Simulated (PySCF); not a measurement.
Breaking a bond: SMILES C[SiH3]. The C1–Si5 bond (C1 also carries H, H, H; Si5 carries H, H, H) is pulled apart rigidly from the PBE0/def2-TZVP optimised geometry. Each curve is given relative to its own lowest point near equilibrium.

| R / Å | A | B | C | D |
|---|---|---|---|---|
| 1.40 | 113.9 | 132.6 | 104.8 | 109.7 |
| 1.51 | 56.9 | 68.0 | 50.4 | 53.4 |
| 1.58 | 34.1 | 41.5 | 29.0 | 31.2 |
| 1.68 | 13.9 | 17.5 | 10.6 | 11.8 |
| 1.76 | 5.2 | 6.7 | 3.2 | 3.8 |
| 1.83 | 1.3 | 1.8 | 0.4 | 0.6 |
| 1.87 | 0.3 | 0.5 | 0.0 | 0.0 |
| 1.91 | 0.0 | 0.0 | 0.3 | 0.1 |
| 1.97 | 0.7 | 0.6 | 1.7 | 1.3 |
| 2.08 | 4.3 | 4.8 | 6.8 | 5.8 |
| 2.19 | 10.0 | 11.6 | 13.8 | 12.4 |
| 2.33 | 18.8 | 22.5 | 24.1 | 22.2 |
| 2.51 | 30.9 | 37.9 | 38.0 | 35.5 |
| 2.84 | 51.9 | 66.2 | 61.7 | 58.6 |
| 3.08 | 64.9 | 85.1 | 76.3 | 72.9 |
| 3.36 | 77.4 | 104.8 | 90.4 | 83.6 |
| 3.79 | 91.6 | 129.9 | 106.3 | 90.9 |
| 4.07 | 98.1 | 143.3 | 113.8 | 92.9 |
| 4.53 | 105.7 | 161.1 | 122.3 | — |
| 5.09 | 111.1 | 176.2 | 128.5 | — |
| 5.55 | 113.6 | 184.3 | 131.3 | — |
| 6.47 | 115.8 | 193.3 | 133.6 | — |

Energies in kcal/mol.

Problem. Assign the columns to these levels of theory: restricted Hartree-Fock/3-21G (PySCF); restricted BLYP/cc-pVDZ (PySCF 2.14.0); restricted LDA (SVWN5)/6-31G*, spherical d in PySCF; unrestricted B3LYP/6-311+G**, spherical d run with PySCF.

Solution. A is RKS-BLYP; B is RHF/3-21G; C is RKS-LDA (SVWN5)/6-31G*; D is UKS-B3LYP/6-311+G**.

Dashes: no converged value, or the column stops at the first point that the program doubted or that broke a chosen test of continuity, which isn't proof of a fault.

The restricted form behind RKS-LDA (SVWN5)/6-31G*, RKS-BLYP, RHF/3-21G keeps the bonding electrons paired and can't separate into open-shell fragments. The unrestricted solution behind UKS-B3LYP/6-311+G** changes between 4.07 and 4.53 Å, which can leave a kink. The unrestricted determinant behind UKS-B3LYP/6-311+G** is spin-contaminated at 3.08 to 4.07 Å (<S²> up to 0.9, against 0.00 for a pure singlet).
